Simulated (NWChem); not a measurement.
System: C3H4 cation, doublet; SMILES of the neutral closed-shell parent C=C=C

```xyz
7

C      0.0000    -1.3255     0.0000
C      0.0000     0.0000     0.0000
C      0.0000     1.3255     0.0000
H     -0.8666    -1.9021    -0.3920
H      0.8666    -1.9021     0.3920
H      0.8666     1.9021    -0.3920
H     -0.8666     1.9021     0.3920
```
Atoms are numbered in this order, from 1.

Results from NWChem. Geometry optimised at PBE-D3(BJ)/def2-SVP; all other runs use it. Pople sets run with spherical d functions. Spin-unrestricted. Spin-contaminated determinants: UHF/6-31G* (<S²> = 0.86). In the optimisation the excess spin sits in b3 (D2, its own frame). The spin multiplicity was typed, not searched, and may not be the lowest.

```tsv
quantity	level	value
A(iso) 13C atom 3 (MHz)	TPSSh/6-31G*	41.6
cavity-dispersion-structure term (kcal/mol) in anisole	PBE0/6-31G*, SMD	0.2
charge (e), Mulliken C2	UHF/6-31G*	0.39
lowest empty minus highest occupied level, either spin (eV)	M06/6-31G*	3.25
highest harmonic frequency (cm⁻¹)	PBE-D3(BJ)/def2-SVP	3092
```
